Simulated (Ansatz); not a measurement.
System: solid chlorine. Method: PBE-D3(BJ) in Ansatz (PAW).

Run with plane-wave cutoff 520 eV, 10×10×4 k mesh (along the axes of the cell as run), Fermi–Dirac smearing 0.01 eV, scalar-relativistic PAW data made under PBE.

Cell (relaxed at this level):

```xyz
4
Lattice="2.0348 -3.2970 0.0000 2.0348 3.2970 0.0000 0.0000 0.0000 8.0940" Properties=species:S:1:pos:R:3 pbc="T T T"
Cl     3.5633     0.0000     7.2128
Cl     2.5411     0.0000     3.1658
Cl     1.5285     0.0000     4.9283
Cl     0.5063     0.0000     0.8812
```

**Question.** Give the computed bulk modulus and band gap.

**Answer.** 
* **bulk modulus**: 7.51 GPa
* **band gap**: 2.19 eV (direct)

Note: the bulk modulus comes from volumes at which shape and atoms were relaxed.

Computed values are for the static lattice.

It cost roughly 4 core-minutes of CPU time.

Ansatz is a first-principles code.
